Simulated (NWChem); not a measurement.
All runs are NWChem calculations. System: propane (C₃H₈), charge 0, spin multiplicity 1, at a geometry optimised with PBE0/def2-SVP. Level: MP2/def2-SVPD, 3 core orbitals frozen.

Input file:

```
start mol
memory heap 200 mb stack 900 mb global 1100 mb
geometry units angstroms nocenter noautoz
  C     -1.271095     0.000000    -0.256775
  C      0.000000     0.000000     0.579290
  C      1.271095     0.000000    -0.256775
  H     -2.173992     0.000000     0.373178
  H     -1.321209     0.887508    -0.908670
  H     -1.321209    -0.887508    -0.908670
  H      0.000000    -0.879152     1.246941
  H      0.000000     0.879152     1.246941
  H      2.173992     0.000000     0.373178
  H      1.321209    -0.887508    -0.908670
  H      1.321209     0.887508    -0.908670
  symmetry group C2v
end
basis spherical
  * library def2-svpd
end
scf
  rhf
  nopen 0
  maxiter 100
  thresh 1e-7
  semidirect memsize 60000000 filesize 0
end
mp2
  freeze core 3
end
task mp2 energy
```

Output (cleaned and shortened):

```
             Northwest Computational Chemistry Package (NWChem) 7.3.0
             --------------------------------------------------------

                                NWChem Input Module
                                -------------------

 Scaling coordinates for geometry "geometry" by  1.889725989
 (inverse scale =  0.529177249)

 Turning off AUTOSYM since
 SYMMETRY directive was detected!

                             Geometry "geometry" -> ""
                             -------------------------

 Output coordinates in angstroms (scale by  1.889725989 to convert to a.u.)

  No.       Tag          Charge          X              Y              Z
 ---- ---------------- ---------- -------------- -------------- --------------
    1 C                    6.0000    -1.27109500     0.00000000    -0.25677500
    2 C                    6.0000     0.00000000     0.00000000     0.57929000
    3 C                    6.0000     1.27109500     0.00000000    -0.25677500
    4 H                    1.0000    -2.17399200     0.00000000     0.37317800
    5 H                    1.0000    -1.32120900     0.88750800    -0.90867000
    6 H                    1.0000    -1.32120900    -0.88750800    -0.90867000
    7 H                    1.0000     0.00000000    -0.87915200     1.24694100
    8 H                    1.0000     0.00000000     0.87915200     1.24694100
    9 H                    1.0000     2.17399200     0.00000000     0.37317800
   10 H                    1.0000     1.32120900    -0.88750800    -0.90867000
   11 H                    1.0000     1.32120900     0.88750800    -0.90867000

 Effective nuclear repulsion energy (a.u.)      82.3925873479

            Nuclear Dipole moment (a.u.)
            ----------------------------
        X                 Y               Z
 ---------------- ---------------- ----------------
     0.0000000000     0.0000000000    -0.0000037795

      Symmetry information
      --------------------

 Group name             C2v
 Group number             16
 Group order               4
 No. of unique centers     5

      Symmetry unique atoms

     1    2    4    5    7


 Summary of "ao basis" -> "" (spherical)
 ------------------------------------------------------------------------------
       Tag                 Description            Shells   Functions and Types
 ---------------- ------------------------------  ------  ---------------------
 *                         def2-svpd                  on all atoms

 Summary of "ao basis" -> "ao basis" (spherical)
 ------------------------------------------------------------------------------
       Tag                 Description            Shells   Functions and Types
 ---------------- ------------------------------  ------  ---------------------
 C                         def2-svpd                 8       20   4s2p2d
 H                         def2-svpd                 4        8   2s2p

                                 NWChem SCF Module
                                 -----------------

  ao basis        = "ao basis"
  functions       =   124
  atoms           =    11
  closed shells   =    13
  open shells     =     0
  charge          =   0.00
  wavefunction    = RHF
  use symmetry    = T
  symmetry adapt  = T

 Summary of "ao basis" -> "ao basis" (spherical)
 ------------------------------------------------------------------------------
       Tag                 Description            Shells   Functions and Types
 ---------------- ------------------------------  ------  ---------------------
 C                         def2-svpd                 8       20   4s2p2d
 H                         def2-svpd                 4        8   2s2p

      Symmetry analysis of basis
      --------------------------

        a1         44
        a2         20
        b1         34
        b2         26

 Forming initial guess at       0.1s

      Superposition of Atomic Density Guess
      -------------------------------------

 Sum of atomic energies:        -116.86939891

      Non-variational initial energy
      ------------------------------

 Total energy =    -119.045144
 1-e energy   =    -317.460571
 2-e energy   =     116.022840
 HOMO         =      -0.393770
 LUMO         =       0.059439

      Symmetry analysis of molecular orbitals - initial
      -------------------------------------------------

  Numbering of irreducible representations:

     1 a1          2 a2          3 b1          4 b2

  Orbital symmetries:

     1 a1          2 b1          3 a1          4 a1          5 b1
     6 a1          7 b2          8 a1          9 b1         10 a2
    11 b1         12 a1         13 b2         14 a1         15 b1
    16 a1         17 b2         18 a1         19 b2         20 a1
    21 b1         22 a2         23 a2

 Starting SCF solution at       0.9s

 ----------------------------------------------
         Quadratically convergent ROHF

 Convergence threshold     :          1.000E-07
 Maximum no. of iterations :          100
 Final Fock-matrix accuracy:          1.000E-09
 ----------------------------------------------

              iter       energy          gnorm     gmax       time
             ----- ------------------- --------- --------- --------
                 1     -118.1500876982  6.30D-01  1.79D-01      1.0
                 2     -118.1819985296  1.77D-01  3.52D-02      1.1
                 3     -118.1850714021  7.29D-03  1.53D-03      1.4
                 4     -118.1850786330  1.77D-05  3.22D-06      2.0
                 5     -118.1850786331  4.23D-09  1.04D-09      2.7

       Final RHF  results
       ------------------

         Total SCF energy =   -118.185078633081
      One-electron energy =   -320.888334786598
      Two-electron energy =    120.310668805637
 Nuclear repulsion energy =     82.392587347880

        Time for solution =      1.9s

       Symmetry analysis of molecular orbitals - final
       -----------------------------------------------

  Numbering of irreducible representations:

     1 a1          2 a2          3 b1          4 b2

  Orbital symmetries:

     1 a1          2 b1          3 a1          4 a1          5 b1
     6 a1          7 b2          8 a1          9 b1         10 a2
    11 b1         12 a1         13 b2         14 a1         15 b1
    16 a1         17 b2         18 a1         19 b2         20 a1
    21 b1         22 a2         23 a2

             Final eigenvalues
             -----------------

              1
    1  -11.2250
    2  -11.2201
    3  -11.2200
    4   -1.0435
    5   -0.9145
    6   -0.7893
    7   -0.6223
    8   -0.5981
    9   -0.5513
   10   -0.5289
   11   -0.4800
   12   -0.4762
   13   -0.4645
   14    0.1042
   15    0.1270
   16    0.1366
   17    0.1778
   18    0.1941
   19    0.2090
   20    0.2188
   21    0.2224
   22    0.2336
   23    0.2601

                       ROHF Final Molecular Orbital Analysis
                       -------------------------------------

 Vector   11  Occ=2.000000D+00  E=-4.799528D-01  Symmetry=b1
              MO Center= -1.7D-15, -2.1D-16,  9.8D-02, r^2= 3.0D+00
   Bfn.  Coefficient  Atom+Function         Bfn.  Coefficient  Atom+Function
  ----- ------------  ---------------      ----- ------------  ---------------
     5      0.321242   1 C  px               25     -0.322174   2 C  px
    45      0.321242   3 C  px               61     -0.245749   4 H  s
   101      0.245749   9 H  s                 8      0.176971   1 C  px
    48      0.176971   3 C  px               28     -0.166115   2 C  px

 Vector   12  Occ=2.000000D+00  E=-4.761656D-01  Symmetry=a1
              MO Center=  7.8D-15, -1.3D-13,  1.2D-01, r^2= 2.8D+00
   Bfn.  Coefficient  Atom+Function         Bfn.  Coefficient  Atom+Function
  ----- ------------  ---------------      ----- ------------  ---------------
    27      0.328193   2 C  pz                7     -0.257791   1 C  pz
    47     -0.257791   3 C  pz               30      0.202708   2 C  pz
    85      0.185025   7 H  s                93      0.185025   8 H  s

 Vector   13  Occ=2.000000D+00  E=-4.645227D-01  Symmetry=b2
              MO Center= -3.4D-14,  5.6D-14,  2.1D-01, r^2= 2.8D+00
   Bfn.  Coefficient  Atom+Function         Bfn.  Coefficient  Atom+Function
  ----- ------------  ---------------      ----- ------------  ---------------
    26      0.310753   2 C  py               85     -0.265357   7 H  s
    93      0.265357   8 H  s                 6     -0.197215   1 C  py
    46     -0.197215   3 C  py               29      0.180032   2 C  py
    69     -0.176857   5 H  s                77      0.176857   6 H  s
   109      0.176857  10 H  s               117     -0.176857  11 H  s

 Vector   14  Occ=0.000000D+00  E= 1.042257D-01  Symmetry=a1
              MO Center= -9.3D-13,  2.4D-13, -1.3D-01, r^2= 1.1D+01
   Bfn.  Coefficient  Atom+Function         Bfn.  Coefficient  Atom+Function
  ----- ------------  ---------------      ----- ------------  ---------------
     4      2.704937   1 C  s                44      2.704937   3 C  s
     3      2.604737   1 C  s                43      2.604737   3 C  s
    86     -1.891295   7 H  s                94     -1.891295   8 H  s
    70     -1.866352   5 H  s                78     -1.866352   6 H  s
   110     -1.866352  10 H  s               118     -1.866352  11 H  s

 Vector   15  Occ=0.000000D+00  E= 1.269963D-01  Symmetry=b1
              MO Center=  9.1D-13,  5.6D-15, -1.2D-01, r^2= 1.3D+01
   Bfn.  Coefficient  Atom+Function         Bfn.  Coefficient  Atom+Function
  ----- ------------  ---------------      ----- ------------  ---------------
     4      4.975077   1 C  s                44     -4.975077   3 C  s
    62     -3.883703   4 H  s               102      3.883703   9 H  s
     3      2.474153   1 C  s                43     -2.474153   3 C  s
    70     -1.072453   5 H  s                78     -1.072453   6 H  s
   110      1.072453  10 H  s               118      1.072453  11 H  s

 Vector   16  Occ=0.000000D+00  E= 1.366362D-01  Symmetry=a1
              MO Center=  8.9D-15,  4.0D-15,  8.6D-01, r^2= 1.0D+01
   Bfn.  Coefficient  Atom+Function         Bfn.  Coefficient  Atom+Function
  ----- ------------  ---------------      ----- ------------  ---------------
    24      9.196249   2 C  s                 4     -3.999856   1 C  s
    44     -3.999856   3 C  s                86     -2.872242   7 H  s
    94     -2.872242   8 H  s                23      2.205883   2 C  s
    70      1.132365   5 H  s                78      1.132365   6 H  s
   110      1.132365  10 H  s               118      1.132365  11 H  s

 center of mass
 --------------
 x =   0.00000000 y =   0.00000000 z =   0.01678401

 moments of inertia (a.u.)
 ------------------
          61.002441331814           0.000000000000           0.000000000000
           0.000000000000         241.721827617310           0.000000000000
           0.000000000000           0.000000000000         214.524855006082

  Mulliken analysis of the total density
  --------------------------------------

    Atom       Charge   Shell Charges
 -----------   ------   -------------------------------------------------------
    1 C    6     5.82   1.99  0.88 -0.17  0.06  2.03  0.94  0.04  0.06
    2 C    6     6.71   1.99  0.87  0.10  0.08  2.03  1.20  0.05  0.39
    3 C    6     5.82   1.99  0.88 -0.17  0.06  2.03  0.94  0.04  0.06
    4 H    1     0.94   0.76  0.11  0.02  0.04
    5 H    1     0.95   0.76  0.11  0.02  0.05
    6 H    1     0.95   0.76  0.11  0.02  0.05
    7 H    1     0.98   0.77  0.14  0.02  0.05
    8 H    1     0.98   0.77  0.14  0.02  0.05
    9 H    1     0.94   0.76  0.11  0.02  0.04
   10 H    1     0.95   0.76  0.11  0.02  0.05
   11 H    1     0.95   0.76  0.11  0.02  0.05

       Multipole analysis of the density wrt the origin
       ------------------------------------------------

     L   x y z        total         open         nuclear
     -   - - -        -----         ----         -------
     0   0 0 0     -0.000000      0.000000     26.000000

     1   1 0 0      0.000000      0.000000      0.000000
     1   0 1 0     -0.000000      0.000000      0.000000
     1   0 0 1      0.031375      0.000000     -0.000004

     2   2 0 0    -16.755533      0.000000    127.926399
     2   1 1 0     -0.000000      0.000000      0.000000
     2   1 0 1     -0.000000      0.000000      0.000000
     2   0 2 0    -16.108662      0.000000     16.771497
     2   0 1 1     -0.000000      0.000000      0.000000
     2   0 0 2    -16.461542      0.000000     33.909521

                   NWChem MP2 Semi-direct Energy/Gradient Module
                   ---------------------------------------------

  Basis functions       =    124
  Molecular orbitals    =    124
  Frozen core           =      3
  Frozen virtuals       =      0
  Active alpha occupied =     10
  Active beta occupied  =     10
  Active alpha virtual  =    111
  Active beta virtual   =    111
  Use MO symmetry       = T
  Use skeleton AO sym   = T

  AO/Fock/Back tols     =   1.0D-09  1.0D-09  1.0D-09

 GA uses MA = F    GA memory limited = T

 Available:
  local mem=  1.26D+08
 global mem=  1.44D+08
 local disk=  0.00D+00
  mp2_memr nvloc                   111
  nvloc new                   111
   1 passes of  10:        3145728                      59672                  29214473.
   1 passes of  10: M    126147766           G      144148448           F     123002038.

 Semi-direct pass number   1 of   1  for RHF alpha+beta  at        2.8s
  vrange nnbf                  7734
  mp2_eaftype                   111  avail_ma_in_mb                  1099
 EAF : mp2_eaftype filesize         111   14607236.
  mp2_eaf for mointskh                    111
Node 0 wrote     68.7 Mb in      0.1 s     Agg I/O rate:   602.2 Mb/s
 Done moints_semi at        8.3s
  mp2_eaftype                   111  avail_ma_in_mb                   988
 EAF : mp2_eaftype filesize         111   14607236.
  mp2_eaf for kh                   111
 Done maket at        8.8s
 Done multipass loop at        8.8s

          -------------------------------------------
          SCF energy                -118.185078633081
          Correlation energy          -0.464450364794
          Singlet pairs               -0.314531801737
          Triplet pairs               -0.149918563056
          Total MP2 energy          -118.649528997875
          -------------------------------------------

          ---------------------------------------------------
                    Spin Component Scaled (SCS) MP2
          Same spin pairs                     -0.099945708704
          Same spin scaling factor             0.333333333333
          Opposite spin pairs                 -0.364504656089
          Opposite spin scaling fact.          1.200000000000
          SCS-MP2 correlation energy          -0.470720823542
          Total SCS-MP2 energy              -118.655799456623
          ---------------------------------------------------

 -----------------------
 Performance information
 -----------------------

 Timer overhead =  1.37D-07 seconds/call

               Nr. of calls         CPU time (s)                 Wall time (s)                GFlops
             ---------------    -------------------     ------------------------------   -------------------
Name         Min   Avg   Max    Min     Avg     Max     Min     Avg     Max   Mx/calls   Min     Max     Sum
mp2: moin     1     1     1    5.4     5.4     5.4      5.4     5.4     5.4     5.4      0.0     0.0     0.0
mp2: make     1     1     1   0.46    0.46    0.46     0.46    0.46    0.46    0.46      0.0     0.0     0.0
mp2: tota     1     1     1    6.0     6.0     6.0      6.0     6.0     6.0     6.0      0.0     0.0     0.0

 The average no. of pstat calls per process was 3.00D+00
 with a timing overhead of 4.10D-07s

 Task  times  cpu:        8.7s     wall:        8.7s

 Total times  cpu:        8.8s     wall:        8.8s
```
